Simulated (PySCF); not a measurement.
**How methods differ on the ionisation energy of F**

F [He] 2s2 2p5 [2p1/2^2 2p3/2^3, M_J = 3/2] → F+ [He] 2s2 2p4 [2p1/2^2 2p3/2^2, M_J = 2], as a difference of total energies. Computed with PySCF 2.14 in x2c-TZVPall-2c, with the two-component X2C-1e Hamiltonian. Correlated levels: 1s2 frozen. "Screened" scales the spin-orbit matrix elements by Boettger's factors to mimic the two-electron term; Breit and QED terms are absent.

```csv
method,ionisation energy (eV),error (eV)
GHF (spin-free),15.647,-1.776
GMP2 (spin-free),17.195,-0.228
GHF (screened spin-orbit),15.644,-1.779
GMP2 (screened spin-orbit),17.192,-0.231
```

Reference: 17.423 eV (measured; NIST Atomic Spectra Database, ionization energies).

Errors of the correlated levels include the incompleteness of this basis and the frozen core.

The labels give the starting determinants; with spin-orbit coupling the two ends relaxed to ⟨J²⟩ = 3.76, ⟨L²⟩ = 2.00, ⟨S²⟩ = 0.75 and ⟨J²⟩ = 6.01, ⟨L²⟩ = 2.00, ⟨S²⟩ = 2.00.
